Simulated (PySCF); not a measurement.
# BH2 (SMILES [BH2]): levels of theory compared

Wanted: a comparison of 6 runs (U-r2SCAN/def2-SVP, UB2PLYP/def2-SVP, UM06-2X/def2-SVP, USVWN5/def2-SVP, ROCCSD(T)/def2-SVP, UCCSD(T)/def2-SVP) of BH2. 

Program for the calculation: PySCF 2.14.0.

3 further runs of the same task are left out: 3 set aside as unsound or not needed.

## 1. The system as given

BH2 has 3 atoms, charge 0, and is taken as a doublet. SMILES: `[BH2]`. The B1–H2 distance was set to 2.087 Å, away from the relaxed value. At this shape a bond of the SMILES string is far longer than usual.

Bond lengths: B1–H3 1.159 Å.

## 2. The energy at U-r2SCAN/def2-SVP (run 1)

input.py reads:

```python
from pyscf import gto, dft

system = gto.M(
    atom='''
B    0.249095  -1.087507   0.022764
H    0.280020   0.985320   0.260980
H   -0.556605  -1.740367  -0.495506
''',
    max_memory=1860,
    spin=1,
    basis='def2-svp',
    verbose=3,
)

calc0 = dft.UKS(system)
calc0.xc = 'r2scan'
calc0.conv_tol = 1e-10
calc0.grids.level = 5
calc0.kernel()
if not calc0.converged:
    calc0 = calc0.newton().run(calc0.mo_coeff, calc0.mo_occ)

e_final = calc0.e_tot
print('Final energy', e_final)
```

Started as:

```console
$ OMP_NUM_THREADS=1 python input.py
```

The program printed:

```text
converged SCF energy = -25.7819139240487  <S^2> = 0.79571469  2S+1 = 2.0452038
Final energy -25.781913924048652
```

It took 3.9 s on 1 thread of Intel Xeon Platinum 8488C (Sapphire Rapids), shared host; peak memory 0.21 GiB.

## 3. A single-point energy at UB2PLYP/def2-SVP (run 2)

run.py reads:

```python
from pyscf import gto, dft, mp

mol = gto.M(
    atom='''
B      0.249095    -1.087507     0.022764
H      0.280020     0.985320     0.260980
H     -0.556605    -1.740367    -0.495506
''',
    spin=1,
    verbose=3,
    basis='def2-svp',
    max_memory=1860,
)

mf = dft.UKS(mol, xc='0.53*HF + 0.47*B88, 0.73*LYP')
mf.grids.level = 5
mf.conv_tol = 1e-10
mf.kernel()
if not mf.converged:
    mf = mf.newton().run(mf.mo_coeff, mf.mo_occ)

pt = mp.MP2(mf, frozen=1).run()
energy = mf.e_tot + 0.27 * pt.e_corr
print('PT2 part  %.8f' % (0.27 * pt.e_corr))
print('E(%s) = %.9f' % ('B2PLYP', energy))
```

Started as:

```console
$ OMP_NUM_THREADS=1 python run.py
```

The program printed:

```text
WARN: HOMO -0.133191169852361 >= LUMO -0.133191169852362

converged SCF energy = -25.741565646395  <S^2> = 0.88413257  2S+1 = 2.1299132
E(UMP2) = -25.821869453061  E_corr = -0.0803038066659877
E(SCS-UMP2) = -25.8319587518476  E_corr = -0.090393105452646
PT2 part  -0.02168203
E(B2PLYP) = -25.763247674
```

Wall time 2.8 s (1 thread of Intel Xeon Platinum 8488C (Sapphire Rapids), shared host); peak memory 0.19 GiB.

Runs 3 to 5 aren't shown in full; the table further down has their settings and results.

## 4. The energy at UCCSD(T)/def2-SVP (run 6)

calc.py reads:

```python
from pyscf import gto, scf, cc

system = gto.M(
    atom='''
B      0.470721    -2.055090     0.043018
H      0.529161     1.861985     0.493181
H     -1.051831    -3.288817    -0.936371
''',
    spin=1,
    unit='bohr',
    basis='def2-svp',
    verbose=3,
    max_memory=1860,
)

mf = scf.UHF(system)
mf.conv_tol = 1e-10
mf.kernel()
if not mf.converged:
    mf = mf.newton().run(mf.mo_coeff, mf.mo_occ)

mycc = cc.CCSD(mf, frozen=1)
mycc.kernel()
e_t = mycc.ccsd_t()
energy = mycc.e_tot + e_t
print('E = %.10f Eh' % energy)
```

Started as:

```console
$ OMP_NUM_THREADS=1 python calc.py
```

The program printed:

```text
converged SCF energy = -25.6238925087999  <S^2> = 1.0534452  2S+1 = 2.2833705
E(UCCSD) = -25.71284958455642  E_corr = -0.08895707575647858
UCCSD(T) correction = -0.00231983196473771
E = -25.7151694165 Eh
```

It took 0.8 s on 1 thread of Intel Xeon Platinum 8488C (Sapphire Rapids), shared host; peak memory 0.12 GiB.

## 5. All runs side by side

```
run               level  frozen core orbitals  integration grid  energy (Eh)  dipole moment (D) of the reference  HOMO energy (eV)  LUMO energy (eV)  wall time
  1   U-r2SCAN/def2-SVP                     –                 5   -25.781914                                1.47             -5.89             -3.44      3.9 s
  2    UB2PLYP/def2-SVP                     1                 5   -25.763248                                1.54             -7.86             -1.07      2.8 s
  3    UM06-2X/def2-SVP                     –                 5   -25.782237                                1.52             -7.51             -1.59      3.9 s
  4     USVWN5/def2-SVP                     –                 5   -25.479353                                1.27             -5.32             -4.10      1.4 s
  5  ROCCSD(T)/def2-SVP                     1                 –   -25.715175                                1.80                 –                 –     0.95 s
  6   UCCSD(T)/def2-SVP                     1                 –   -25.715169                                1.47            -10.10              1.32      0.8 s
```

## 6. Summary of results

| quantity | value |
| --- | --- |
| run 6: total energy | -25.71517 Eh |
| run 6: dipole moment (Hartree–Fock density) | 1.47 D |
| run 6: HOMO energy (Hartree–Fock orbitals) (highest over α and β) | -10.10 eV |
| run 6: LUMO energy (Hartree–Fock orbitals) (lowest over α and β) | 1.32 eV |
| run 6: correlation energy (1 core orbital frozen) | -91.3 mEh |
| run 6: (T) correction | -2.32 mEh |
| run 6: ⟨S²⟩ of the reference determinant | 1.053 |
| run 6: T1 diagnostic | 0.086 |

What this shows: Over runs 1, 2, 3, 4 the dipole moment (its size) runs from 1.27 D (USVWN5/def2-SVP) to 1.54 D (UB2PLYP/def2-SVP). A double hybrid's value is that of its SCF part. Totals of different functionals can't be ranked against each other. Spin contamination of the reference: run 6 ⟨S²⟩ = 1.05, run 2 ⟨S²⟩ = 0.88. All runs together took 14 s, the longest 3.9 s.
